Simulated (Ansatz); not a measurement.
Two structures of SiNH4Cl, closed shell, reached by relaxing down either side of one saddle point (PBE0-D4/def2-TZVP). Energies are electronic, without zero-point energy. Computed with Ansatz 0.2.0 (basis: def2-TZVPP and def2-QZVPP); correlated methods freeze the cores. Extrapolation: Hartree–Fock as exp(−7.88 √X), correlation as X^−2.97. First:

Si1  (-0.438, -0.069, 0.451)
H2  (-0.058, 0.496, 1.763)
N3  (0.651, 0.511, -0.719)
H4  (1.641, 0.517, -0.535)
H5  (-1.809, 0.292, 0.033)
Cl6  (-0.451, -2.125, 0.707)
H7  (0.464, 0.378, -1.700)
(Å)

Second:

```xyz
7
angstrom
Si -0.5825 -0.4669 -0.4639
H 0.6899 0.9853 2.0957
N 0.5255 -0.3598 -1.5886
H 1.1284 1.0821 1.4978
H -1.7190 0.4002 -0.0808
Cl -0.5953 -2.0657 0.7652
H 0.5531 0.4250 -2.2256
```

Question: Which bonds change from the first to the second?

Answer: SiNH₄Cl ([NH2][SiH2][Cl]) → SiNH₂Cl ([NH][SiH][Cl]) + H₂; bonds formed: H2–H4; bonds broken: Si1–H2, N3–H4.

Question: Give the saddle point's structure and its height above each. (An estimate is asked for; the value comes from the calculation.)

Answer: The calculation gives: 3.533 eV above the first and 0.932 eV above the second (CCSD(T) at an estimated basis limit (MP2 extrapolated from triple and quadruple zeta, plus CCSD(T) − MP2 in triple zeta)).
```xyz
7
angstrom
Si -0.4335 -0.2242 0.0378
H 0.4610 0.6108 1.2889
N 0.7279 0.2170 -0.9808
H 0.8461 0.7931 0.4959
H -1.7483 0.4151 0.2809
Cl -0.6329 -2.0842 0.8604
H 0.7797 0.2725 -1.9832
```

No T1 diagnostic of these runs exceeds 0.017.

Labels in which every atom is bracketed show which atoms are joined, not bond orders.

For scale, one of the runs: CCSD(T)/def2-TZVPP, 171 basis functions, launched by `ansatz run in.yaml --threads 2 --pin off --events-out ev --progress --plain --max-ram 4352MiB`. Hardware: 2 CPU threads of an Arm Neoverse V2, shared host. Wall time 20 s; peak host memory 1.4 GiB.
